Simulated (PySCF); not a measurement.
Name the molecule from its bond curve

A diatomic of charge +1 contains O. Its singlet curve at PBE0 in a triple-zeta basis (no relativity, PySCF), in eV from the separated fragments:

(R (Å), E (eV)): (1.224, -5.476), (1.281, -6.861), (1.338, -7.626), (1.380, -7.897), (1.423, -7.970), (1.466, -7.889), (1.523, -7.602), (1.594, -7.043), (1.679, -6.198), (1.793, -4.937)

The fit gives ωe = 1484 cm⁻¹ and the rotational constant Bₑ = 0.7925 cm⁻¹.

Task: Which atom is the partner?

Result: The minimum lies at 1.420 Å, so the reduced mass is 16.8576 u Å² cm⁻¹/(Bₑ·Re²) = 10.55 u. With O at 15.99 u the partner weighs about 31.0 u: P. The molecule is PO⁺.
